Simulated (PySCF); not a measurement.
Species: H3O4P.
Atom-mapped SMILES: `[O:1]=[P:2]([OH:3])([OH:4])[OH:5]` (hydrogens: H6 on O3; H7 on O4; H8 on O5)

Method: PySCF 2.14.0, PBE0-D3(BJ)/def2-TZVP geometry optimisation, gas phase; density fitting, grid level 2; the optimiser is geomeTRIC in internal coordinates, started from a GFN2-xTB structure with every atom displaced at random (about 0.01 Å).

Step 6: E = -17521.4878 eV
```
atom  x, y, z in Å  |  force x, y, z in eV/Å
O1     -0.0171   -0.0576    1.7309    0.009   0.007   0.042
P2     -0.0595   -0.0638    0.2761    0.019  -0.062  -0.079
O3     -0.3301    1.3362   -0.4271   -0.021  -0.001  -0.012
O4      1.2804   -0.5584   -0.4318    0.002   0.029   0.099
O5     -1.1865   -0.9845   -0.3384    0.007   0.026  -0.015
H6     -0.2572    2.0617    0.2004    0.010   0.011   0.003
H7      1.9166   -0.8524    0.2299   -0.040  -0.004  -0.061
H8     -1.2988   -0.9000   -1.2910    0.015  -0.005   0.024
```

Step 7: E = -17521.4906 eV
```
atom  x, y, z in Å  |  force x, y, z in eV/Å
O1     -0.0213   -0.0607    1.7335    0.040   0.038   0.178
P2     -0.0630   -0.0404    0.2811    0.090  -0.263  -0.312
O3     -0.3593    1.3532   -0.4127   -0.071   0.060  -0.050
O4      1.2954   -0.4881   -0.4400   -0.079  -0.016   0.363
O5     -1.1779   -0.9833   -0.3291    0.047   0.068  -0.042
H6     -0.2331    2.0863    0.1969    0.026   0.028   0.009
H7      1.8624   -0.9293    0.2088   -0.097   0.068  -0.214
H8     -1.2554   -0.9566   -1.2892    0.045   0.016   0.068
```

Q: Estimate the geometry and energy of step 8. (The exact step hangs on the optimiser's Hessian estimate; all steps are aligned on step 7, rigid shifts and turns removed.)

A: E = -17521.4923 eV, largest force 0.547 eV/Å
```
atom  x, y, z in Å  |  force x, y, z in eV/Å
O1     -0.0333   -0.0596    1.7416    0.049   0.060   0.239
P2     -0.0686   -0.0214    0.2906    0.144  -0.344  -0.400
O3     -0.3838    1.3666   -0.3986   -0.098   0.102  -0.064
O4      1.3050   -0.4284   -0.4348   -0.160  -0.124   0.456
O5     -1.1683   -0.9832   -0.3219    0.076   0.077  -0.061
H6     -0.2088    2.1069    0.1897    0.031   0.031   0.010
H7      1.8121   -0.9951    0.1673   -0.093   0.158  -0.263
H8     -1.2063   -1.0047   -1.2847    0.051   0.039   0.082
```

The energy changes by -0.0017 eV. The first-order estimate −F·Δx gives -0.0069 eV and the mean of the old and new forces, exact on a quadratic surface, -0.0006 eV. The step makes an angle of 86° with the force vector and moves no atom by more than 0.093 Å.

What follows is the cost of the whole optimisation. On one thread of an Arm Neoverse N1, shared host with 64 logical CPUs at a one-minute load of 52, this took 4.8 min and 0.74 GiB of memory at its peak.
